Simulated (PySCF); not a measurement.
C₂H, SMILES C#[C], multiplicity 2. Atoms are numbered in the order given.

```xyz
3

C      0.0000     0.0000     0.7281
C      0.0000     0.0000    -0.4720
H      0.0000     0.0000    -1.5363
```
Charge 0, spin multiplicity 2.

Geometry optimised at B3LYP-D3(BJ)/def2-TZVPD. The isomer is the one that the SMILES or the coordinates give; other isomers of the formula were not compared.

All values below come from PBE0/pcH-1 (PySCF).

Unrestricted Kohn–Sham, ⟨S²⟩ = 0.787. Hyperfine tensors hold the contact and dipolar terms, without spin-orbit corrections.

Computed hyperfine couplings:
| nucleus | A(iso) (MHz) | A(iso) (G) | dipolar principal values (MHz) |
|---|---|---|---|
| 13C no. 1 | 1065.1 | 380.1 | -49.2, -49.2, 98.4 |
| 13C no. 2 | 215.1 | 76.8 | -28.0, -28.0, 56.0 |
| 1H no. 3 | 64.1 | 22.9 | -1.7, -1.7, 3.4 |
